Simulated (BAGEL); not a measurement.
# CH7AlSi (SMILES [CH3][AlH][SiH3]), step by step

Wanted: a single-point energy (HF/def2-SV(P)), then the energy (NEVPT2(2,2)/def2-SV(P)), then the energy (CASPT2(2,2)/def2-SV(P)) of CH7AlSi. 

Program for the calculation: BAGEL 1.2.2.

2 further runs of the same task are left out: 2 set aside as unsound or not needed.

## 1. The system as given

CH7AlSi has 10 atoms, charge 0, and is taken as a singlet. SMILES: `[CH3][AlH][SiH3]`. The C1–H5 distance was set to 2.511 Å, away from the relaxed value. At this shape a bond of the SMILES string is far longer than usual.

Bond lengths: C1–Al2 1.953 Å, Al2–Si3 2.461 Å, C1–H4 1.096 Å, C1–H6 1.096 Å, Al2–H7 1.593 Å, Si3–H8 1.494 Å, Si3–H9 1.494 Å, Si3–H10 1.490 Å. Some angles: C1–Al2–Si3 120.6°, C1–Al2–H7 118.9°, Si3–Al2–H7 120.4°, Al2–C1–H4 110.5°, Al2–C1–H6 110.2°, Al2–Si3–H8 110.9°, Al2–Si3–H9 110.7°, Al2–Si3–H10 114.1°, H4–C1–H6 106.2°, H8–Si3–H9 106.3°.

## 2. The energy at HF/def2-SV(P) (density fitting with svp-jkfit) (run 1)

Contents of job.json:

```json
{ "bagel" : [

{
  "title" : "molecule",
  "basis" : "def2-sv_p_.json",
  "df_basis" : "svp-jkfit",
  "geometry" : [
    { "atom" : "C", "xyz" : [ -1.17076848,  2.67061387, -3.53396549 ] },
    { "atom" : "Al", "xyz" : [  2.30160327,  1.42774100, -3.39885007 ] },
    { "atom" : "Si", "xyz" : [  3.72381115, -1.24962297,  0.12794580 ] },
    { "atom" : "H", "xyz" : [ -2.07934880,  2.08876720, -5.30104839 ] },
    { "atom" : "H", "xyz" : [ -3.87507239,  1.17937807,  0.06916398 ] },
    { "atom" : "H", "xyz" : [ -1.18890985,  4.74137576, -3.53018604 ] },
    { "atom" : "H", "xyz" : [  4.20606926,  2.18306453, -5.60378251 ] },
    { "atom" : "H", "xyz" : [  2.16138559, -3.59345029,  0.30860361 ] },
    { "atom" : "H", "xyz" : [  3.41862038,  0.09642894,  2.59044791 ] },
    { "atom" : "H", "xyz" : [  6.41648191, -2.05521322, -0.05157818 ] }
  ]
},
{ "title" : "hf" },
{ "title" : "print", "file" : "orbitals.molden", "orbitals" : true }

]}
```

The basis set def2-SV(P) is read from a file made from the Basis Set Exchange's data (not shown).

The run is started by

```
$ BAGEL_NUM_THREADS=1 BAGEL job.json > job.out
```

Output:

```text
* using 1 threads per process

  ===============================================================
  ===============================================================

  *** Geometry ***

  { "atom" : "C", "xyz" : [     -1.170768,      2.670614,     -3.533965 ] },
  { "atom" : "Al", "xyz" : [      2.301603,      1.427741,     -3.398850 ] },
  { "atom" : "Si", "xyz" : [      3.723811,     -1.249623,      0.127946 ] },
  { "atom" : "H", "xyz" : [     -2.079349,      2.088767,     -5.301048 ] },
  { "atom" : "H", "xyz" : [     -3.875072,      1.179378,      0.069164 ] },
  { "atom" : "H", "xyz" : [     -1.188910,      4.741376,     -3.530186 ] },
  { "atom" : "H", "xyz" : [      4.206069,      2.183065,     -5.603783 ] },
  { "atom" : "H", "xyz" : [      2.161386,     -3.593450,      0.308604 ] },
  { "atom" : "H", "xyz" : [      3.418620,      0.096429,      2.590448 ] },
  { "atom" : "H", "xyz" : [      6.416482,     -2.055213,     -0.051578 ] },

  Number of auxiliary basis functions:      457

  Since a DF basis is specified, we compute 2- and 3-index integrals:
    o Being stored without compression. Storage requirement is 0.015 GB

  Number of basis functions:       64
  Number of electrons      :       40

    * METHOD: MOLECULE                             0.15

  *** RHF ***

  === Nuclear Repulsion ===
   124.8687625212

      * DIIS with orbital gradients will be used.

  === RHF iteration (def2-sv_p_.json) ===
      0       -572.14776659          0.01907298           0.03
      1       -572.23920359          0.01636719           0.03
      2       -572.34831023          0.00226899           0.03
      3       -572.35279175          0.00037029           0.03
      4       -572.35297925          0.00013514           0.03
      5       -572.35300250          0.00003282           0.03
      6       -572.35300377          0.00001022           0.03
      7       -572.35300390          0.00000475           0.03
      8       -572.35300393          0.00000221           0.03
      9       -572.35300393          0.00000079           0.03
     10       -572.35300393          0.00000022           0.03
     11       -572.35300393          0.00000007           0.03
     12       -572.35300393          0.00000002           0.03
     13       -572.35300393          0.00000000           0.03
    * SCF iteration converged.

    * Permanent dipole moment:
           (   -0.400766,    -0.504923,     0.978275) a.u.

    * METHOD: HF                                   0.55

    * METHOD: PRINT                                0.01

  ===============================================================
```

It took 0.95 s on 1 thread of Arm Neoverse V2, shared host; peak memory 0.14 GiB.

## 3. A single-point energy at NEVPT2(2,2)/def2-SV(P) (density fitting with svp-jkfit) (run 2)

Contents of input.json:

```json
{ "bagel": [

{
  "title": "molecule",
  "basis": "def2-sv_p_.json",
  "df_basis": "svp-jkfit",
  "angstrom": false,
  "geometry": [
    { "atom": "C", "xyz": [    -1.17076848,     2.67061387,    -3.53396549 ] },
    { "atom": "Al", "xyz": [     2.30160327,     1.42774100,    -3.39885007 ] },
    { "atom": "Si", "xyz": [     3.72381115,    -1.24962297,     0.12794580 ] },
    { "atom": "H", "xyz": [    -2.07934880,     2.08876720,    -5.30104839 ] },
    { "atom": "H", "xyz": [    -3.87507239,     1.17937807,     0.06916398 ] },
    { "atom": "H", "xyz": [    -1.18890985,     4.74137576,    -3.53018604 ] },
    { "atom": "H", "xyz": [     4.20606926,     2.18306453,    -5.60378251 ] },
    { "atom": "H", "xyz": [     2.16138559,    -3.59345029,     0.30860361 ] },
    { "atom": "H", "xyz": [     3.41862038,     0.09642894,     2.59044791 ] },
    { "atom": "H", "xyz": [     6.41648191,    -2.05521322,    -0.05157818 ] }
  ]
},

{
  "title": "hf"
},

{
  "title": "nevpt2",
  "nstate": 1,
  "nact": 2,
  "nclosed": 19,
  "active": [20, 21],
  "maxiter": 200,
  "natocc": true,
  "ncore": 11
},

{
  "title": "print",
  "file": "orbitals.molden",
  "orbitals": true
}

]}
```

The basis set def2-SV(P) is read from a file made from the Basis Set Exchange's data (not shown).

The run is started by

```
$ BAGEL_NUM_THREADS=1 BAGEL input.json > input.out
```

Output:

```text
* using 1 threads per process

  ===============================================================
  ===============================================================

  *** Geometry ***

  { "atom" : "C", "xyz" : [     -1.170768,      2.670614,     -3.533965 ] },
  { "atom" : "Al", "xyz" : [      2.301603,      1.427741,     -3.398850 ] },
  { "atom" : "Si", "xyz" : [      3.723811,     -1.249623,      0.127946 ] },
[... 6 lines of this table left out ...]
  { "atom" : "H", "xyz" : [      6.416482,     -2.055213,     -0.051578 ] },

  Number of auxiliary basis functions:      457

  Since a DF basis is specified, we compute 2- and 3-index integrals:
    o Being stored without compression. Storage requirement is 0.015 GB

  Number of basis functions:       64
  Number of electrons      :       40

    * METHOD: MOLECULE                             0.15

  *** RHF ***

  === Nuclear Repulsion ===
   124.8687625212

      * DIIS with orbital gradients will be used.

  === RHF iteration (def2-sv_p_.json) ===
      0       -572.14776659          0.01907298           0.03
      1       -572.23920359          0.01636719           0.04
      2       -572.34831023          0.00226899           0.04
[... 10 lines of this table left out ...]
     13       -572.35300393          0.00000000           0.04
    * SCF iteration converged.

    * Permanent dipole moment:
           (   -0.400766,    -0.504923,     0.978275) a.u.

    * METHOD: HF                                   0.63

    * freezing 11 orbitals
  ---------------------------
      CASSCF calculation
  ---------------------------

    ==== Active orbitals : =====
         Orbital 20
         Orbital 21
    ============================

    * nstate   :      1
    * nclosed  :     19
    * nact     :      2
    * nvirt    :     43
  === CASSCF iteration (def2-sv_p_.json) ===

    * Using the second-order algorithm

      0  0      -572.40743370     6.44e-03      0.02

      1  0      -572.43745621     1.56e-03      0.23
[... 17 lines of this table left out ...]
     10  0      -572.43869400     5.04e-09      0.16

    * Second-order optimization converged. *

     guess   0:   closed 1.                   open ..

  === FCI iteration ===

      0  0      -572.34053389     9.01e-02      0.00
      1  0      -572.43595984     1.60e-02      0.00
      2  0 *    -572.43869400     1.76e-16      0.00

     * ci vector, state   0, <S^2> = 0.0000
       2.     0.8773945283
       .2    -0.4797695714

  === DF-NEVPT2 calculation ===

    * 3-index integral transformation done
    * assembly done

      NEVPT2 correlation energy:   -0.2386814951      0.06

          (+0)     -0.1988272399
          (+0)'    -0.0087288294
          (+1)     -0.0056818475
          (+1)'    -0.0000000000
          (+2)     -0.0001968346
          (-1)     -0.0249087058
          (-1)'     0.0000000000
          (-2)     -0.0003380379

      NEVPT2 total energy:       -572.6773754972

    * METHOD: NEVPT2                               2.34

    * METHOD: PRINT                                0.01

  ===============================================================
```

Run time: 3.6 s. Hardware: 1 thread of Arm Neoverse V2, shared host; peak memory 0.14 GiB.

## 4. A single-point energy at CASPT2(2,2)/def2-SV(P) (density fitting with svp-jkfit) (run 3)

Contents of input.json:

```json
{ "bagel": [

{
  "title": "molecule",
  "basis": "def2-sv_p_.json",
  "df_basis": "svp-jkfit",
  "angstrom": "false",
  "geometry": [
    { "atom": "C", "xyz": [ -1.17076848,  2.67061387, -3.53396549 ] },
    { "atom": "Al", "xyz": [  2.30160327,  1.42774100, -3.39885007 ] },
    { "atom": "Si", "xyz": [  3.72381115, -1.24962297,  0.12794580 ] },
    { "atom": "H", "xyz": [ -2.07934880,  2.08876720, -5.30104839 ] },
    { "atom": "H", "xyz": [ -3.87507239,  1.17937807,  0.06916398 ] },
    { "atom": "H", "xyz": [ -1.18890985,  4.74137576, -3.53018604 ] },
    { "atom": "H", "xyz": [  4.20606926,  2.18306453, -5.60378251 ] },
    { "atom": "H", "xyz": [  2.16138559, -3.59345029,  0.30860361 ] },
    { "atom": "H", "xyz": [  3.41862038,  0.09642894,  2.59044791 ] },
    { "atom": "H", "xyz": [  6.41648191, -2.05521322, -0.05157818 ] }
  ]
},
{ "title": "hf" },
{ "title": "casscf", "nstate": 1, "nact": 2, "nclosed": 19, "active": [20, 21], "maxiter": 200, "natocc": "true" },
{ "title": "print", "file": "orbitals.molden", "orbitals": "true" },
{ "title": "smith", "method": "caspt2", "ms": "true", "xms": "true", "sssr": "true", "shift": 0.2, "shift_imag": "true", "ncore": 11 }

]}
```

The basis set def2-SV(P) is read from a file made from the Basis Set Exchange's data (not shown).

The run is started by

```
$ BAGEL_NUM_THREADS=1 BAGEL input.json > input.out
```

Output:

```text
* using 1 threads per process

  ===============================================================
  ===============================================================

  *** Geometry ***

  { "atom" : "C", "xyz" : [     -1.170768,      2.670614,     -3.533965 ] },
  { "atom" : "Al", "xyz" : [      2.301603,      1.427741,     -3.398850 ] },
  { "atom" : "Si", "xyz" : [      3.723811,     -1.249623,      0.127946 ] },
[... 6 lines of this table left out ...]
  { "atom" : "H", "xyz" : [      6.416482,     -2.055213,     -0.051578 ] },

  Number of auxiliary basis functions:      457

  Since a DF basis is specified, we compute 2- and 3-index integrals:
    o Being stored without compression. Storage requirement is 0.015 GB

  Number of basis functions:       64
  Number of electrons      :       40

    * METHOD: MOLECULE                             0.15

  *** RHF ***

  === Nuclear Repulsion ===
   124.8687625212

      * DIIS with orbital gradients will be used.

[... 6 lines left out ...]
    * SCF iteration converged.
[... 1 line left out ...]
    * Permanent dipole moment:
[... 27 lines left out ...]
    * Second-order optimization converged. *
[... 9 lines left out ...]
     * ci vector, state   0, <S^2> = 0.0000
[... 16 lines left out ...]
    * Zeroth order energy : state  0       -0.4295153257

    * CASPT2 iteration is performed using orthogonal basis

      -------------------------------------------  CASPT2 iteration  ---------------------------------------------------
       #      aibj      arbs      arbi      airj      risj      airs      arst      rist         Etot      error   time
      ------------------------------------------------------------------------------------------------------------------

       0  -0.19707  -0.00046  -0.02684  -0.00627  -0.00031  -0.00904  -0.00000  -0.00000   -0.2399920  0.0006862   0.02
       1  -0.19708  -0.00047  -0.02687  -0.00628  -0.00032  -0.00912  -0.00000  -0.00000   -0.2401447  0.0000786   0.02
       2  -0.19708  -0.00047  -0.02687  -0.00628  -0.00032  -0.00912  -0.00000  -0.00000   -0.2401471  0.0000097   0.02
       3  -0.19708  -0.00047  -0.02687  -0.00628  -0.00032  -0.00912   0.00000  -0.00000   -0.2401471  0.0000015   0.02
       4  -0.19708  -0.00047  -0.02687  -0.00628  -0.00032  -0.00912   0.00000  -0.00000   -0.2401471  0.0000002   0.02

      ------------------------------------------------------------------------------------------------------------------

    * CASPT2 energy : state  0     -572.6812623152
        w/o shift correction       -572.6788410927
        reference weight              0.8997914100

    * METHOD: SMITH                                0.19

  ===============================================================
```

It took 2.9 s on 1 thread of Arm Neoverse V2, shared host; peak memory 0.14 GiB.

## 5. What came out

```
                                   quantity          value
         run 1, HF/def2-SV(P): total energy  -572.35300 Eh
        run 1, HF/def2-SV(P): dipole moment         2.98 D
          run 1, HF/def2-SV(P): HOMO energy       -8.67 eV
          run 1, HF/def2-SV(P): LUMO energy       -0.07 eV
        run 1, HF/def2-SV(P): HOMO–LUMO gap        8.60 eV
run 2, NEVPT2(2,2)/def2-SV(P): total energy  -572.67738 Eh
run 3, CASPT2(2,2)/def2-SV(P): total energy  -572.68126 Eh
```

In words: One bond (run 1, HF/def2-SV(P)) is far stretched, which a spin-restricted single reference describes badly; a broken-symmetry solution may lie lower.
